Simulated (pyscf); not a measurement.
Routes from Cl–GeH(Cl)–Cl + NH₃

Candidate steps break at most two bonds and form at most two. Each was searched with GFN2-xTB (tblite) first. Structures and frequencies: ωB97X-D3(BJ)/def2-SVP in PySCF. Energies: ωB97M-D3(BJ)/def2-TZVP, kcal/mol, from the separated reactants, singlet surface; ΔG‡ with ideal gas, 1 atm, RRHO with modes under 100 cm⁻¹ raised to 100, one conformer, R ln 2 for chiral ones without a mode under 150 cm⁻¹.

```json
[
 {"products": "HCl + H₂N–GeH(Cl)–Cl", "type": "four-centre exchange", "ΔE‡": "12.9", "ΔE": "+12.1", "ΔG‡ 298 K": "21.4", "ΔG‡ 900 K": "41.8", "ν‡ (cm⁻¹)": "500i"},
 {"products": "H₂N–Ge(Cl)(Cl)–Cl + H₂", "type": "four-centre exchange", "ΔE‡": "45.4", "ΔE": "+0.7", "ΔG‡ 298 K": "53.0", "ΔG‡ 900 K": "72.8", "ν‡ (cm⁻¹)": "1635i"}
]
```

Row 1: On the reactant side the descent ends in an adduct with a Ge–N contact (not fully relaxed), 5.4 kcal/mol under the separated species and 18.3 kcal/mol under the saddle at ωB97X-D3(BJ)/def2-TZVP. On the product side the descent ends in a complex, 6.5 kcal/mol under the separated species and 5.9 kcal/mol under the saddle at ωB97X-D3(BJ)/def2-TZVP. Row 2: On the reactant side the descent ends in a complex (not fully relaxed), 6.1 kcal/mol under the separated species and 50.4 kcal/mol under the saddle at ωB97X-D3(BJ)/def2-TZVP. 

Plain bond fissions and candidates not yet searched are not listed, and one of them may be faster. Each barrier is that of the saddle found; lower ones may exist. Elements up to Kr have no core potential and no relativistic terms here.
